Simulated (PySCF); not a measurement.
Induced dipoles and field energies

C5H9Cl.
Geometry (GFN2-xTB, Å), atoms numbered from 1 in this order:
```
atom  x, y, z in Å
C1    -2.0976   -0.1030    0.0516
C2    -0.8149    0.1998   -0.7245
C3     0.1579    0.9466    0.1346
C4     1.2838    0.4716    0.6446
C5     1.8847   -0.8841    0.4938
Cl6    2.2608    1.5319    1.6316
H7    -2.5493    0.8170    0.4151
H8    -2.8151   -0.6119   -0.5879
H9    -1.8787   -0.7392    0.9061
H10   -1.0603    0.8209   -1.5894
H11   -0.3826   -0.7301   -1.0924
H12   -0.1305    1.9630    0.3656
H13    2.8195   -0.8196   -0.0625
H14    1.2086   -1.5559   -0.0254
H15    2.1093   -1.2991    1.4750
```

Level: CAM-B3LYP/def2-SVPD (PySCF); nuclei fixed, core orbitals frozen in the response. Permanent dipole (-1.230, -1.334, -1.185) D (1 au = 2.5417 D). Static polarisability (au):

```
x   91.92  0.88 14.48
y    0.88 70.88  4.53
z   14.48  4.53 68.06
```

Only the terms in μ and α are kept: μ(F) = μ + αF and ΔE = −μ·F − ½ F·αF.

(1) Apply 0.01 au along ±x, ±y and ±z in turn. Tabulate induced and total dipoles and both energy terms.

(2) For the field (0.0100, 0.0090, -0.0080) au, what is the induced dipole, and what angle does it make with the field?

(3) Which field along μ doubles the dipole in that direction (linear response)?

(4) What field makes μF equal to kT at 298 K?

(5) A unit point charge sits 20 Å away. Estimate the induction energy −αe²/2R⁴ with the mean polarisability, treating the molecule as a point.

Results:

(1) 
```tsv
field along	induced x (D)	induced y (D)	induced z (D)	total size (D)	−μ·F (kJ/mol)	−½F·αF (kJ/mol)
+x	2.336	0.022	0.368	1.900	+12.705	-12.067
−x	-2.336	-0.022	-0.368	4.120	-12.705	-12.067
+y	0.022	1.802	0.115	1.680	+13.780	-9.305
−y	-0.022	-1.802	-0.115	3.618	-13.780	-9.305
+z	0.368	0.115	1.730	1.589	+12.240	-8.935
−z	-0.368	-0.115	-1.730	3.626	-12.240	-8.935
```

(2) αF = (2.062, 1.552, -0.912) D, at 12.1° to the field. The polarisability along this direction, F·αF/F², is 67.26 au, against a mean of 76.95 au.

(3) The polarisability along the dipole is 89.47 au, so F = 0.8526 au / 89.47 au = 0.0095 au = 0.49 V/Å; higher-order terms are ignored.

(4) kT = 0.9437 × 10⁻³ Eh, so F = 0.00111 au = 5.69 MV/cm.

(5) R = 37.79 bohr, so the energy is −77.0/(2 × 37.79⁴) Eh = -0.0495 kJ/mol. The charge–dipole term at its most favourable orientation, −μe/R², is -1.57 kJ/mol.

Geometry: GFN2-xTB, one conformer, isolated molecule.
